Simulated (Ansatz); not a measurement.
Ansatz (an electronic-structure program) input:

Ansatz 0.2 input:
```yaml
crystal:
  periodic: [false, false, false]
  atoms:
    - {symbol: O, position_ang: [-0.00000000, -0.00000000, -0.10852476]}
    - {symbol: H, position_ang: [0.00000000, 0.00000000, 0.86819804]}
basis:
  gaussian:
    orbitals: def2-TZVP
hamiltonian:
  xc: {name: wB97X-V}
magnetization: {spin_polarized: true, initial_magnetization: 1}
relax: {f_tol: 0.003, max_steps: 100}
```

Question: Predict the final energy.

Answer: -75.73721 Eh (wB97X-V/def2-TZVP). The basis has 37 functions.
